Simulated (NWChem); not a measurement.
BHO2: a line through the functionals

The species is BHO2 (4 atoms), meant as a singlet with charge 0. SMILES: `O=BO`. The shape is that of a PBE0-D4/def2-TZVP optimisation.

The dipole moment y, in D, basis def2-TZVPP; a is the functional's share of exact exchange. Programs: NWChem 7.3.0.

```
functional  program     a  y (D)
      TPSS   NWChem     0   3.75
    r2SCAN   NWChem     0   3.84
     B3LYP   NWChem   0.2      ?
      PBE0   NWChem  0.25   3.86
     BHLYP   NWChem   0.5   4.00
```

Task: Fit y = c + s·a to the known rows and predict B3LYP.

Result: 
1. Means of the 4 rows: a = 0.1875, y = 3.862.
2. Σ(Δa)² = 0.17188, Σ(Δa·Δy) = 0.068125, so the slope is 0.068125/0.17188 = 0.39635.
3. Intercept: 3.862 − (0.39635) × 0.1875 = 3.788. The largest residual of the fit is 0.052.
4. B3LYP: 3.788 + (0.39635) × 0.2 = 3.87 D.

The run gave 3.85 D, so the prediction is off by +0.02 D, within the largest residual. More exact exchange makes the molecule more polar here. The rows mix families of semi-local functionals, which the line can't see.
